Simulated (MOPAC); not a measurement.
MOPAC input (MNDO):

```
MNDO PRECISE GNORM=0.05 LET XYZ CHARGE=-1 GEO-OK AUX(PRECISION=9) THREADS=1
C2H5S

C    -0.00155029 1    1.50196649 1   -0.45166829 1
S    -0.01239716 1    0.12323346 1    0.57976964 1
C     0.01896339 1   -1.47872388 1   -0.43190787 1
H     0.91934809 1    1.64260953 1   -1.02669247 1
H    -0.90073509 1    1.62984334 1   -1.06289763 1
H     0.01148869 1   -2.34173312 1    0.24815888 1
H    -0.85846291 1   -1.52720035 1   -1.08442388 1
H     0.92223725 1   -1.51471040 1   -1.04900214 1
```

**Question.** What heat of formation does the run end on?

**Answer.** 10.70 kcal/mol.
